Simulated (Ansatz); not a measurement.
System: bcc Na. Method: PBE-D3(BJ) (Ansatz, a first-principles code, plane waves, PAW).

Run with plane-wave cutoff 520 eV, 18×18×18 k mesh, Fermi–Dirac smearing 0.05 eV, scalar-relativistic PAW data made under PBE.

Computed points:

| V (Å³/atom) | E − E_lowest (meV/atom) |
|---|---|
| 31.941 | 3.72 |
| 32.620 | 1.60 |
| 33.300 | 0.39 |
| 33.979 | 0.00 |
| 34.659 | 0.37 |
| 35.339 | 1.43 |
| 36.018 | 3.11 |

Q: What bulk modulus B0 and pressure derivative B′ does a third-order Birch–Murnaghan fit give?

A: V0 = 33.976 Å³/atom, B0 = 8.90 GPa, B′ = 3.6 (fit to the energies at full precision).

Measured, for comparison: bulk modulus 7.9 GPa (0 K value with the zero-point phonon effect removed, our sources range from 7.63 to 7.91; as tabulated in Mejia-Rodriguez and Trickey (2018), arXiv:1807.09216); equilibrium volume per atom 37.42 Å³/atom (static lattice: zero-point anharmonic expansion removed; as tabulated in Mejia-Rodriguez and Trickey (2018), arXiv:1807.09216). Computed (rounded) less measured: bulk modulus +13 % (+13 % to +17 % over the range), equilibrium volume per atom -9.2 %.

Static lattice: no zero-point or thermal effects.
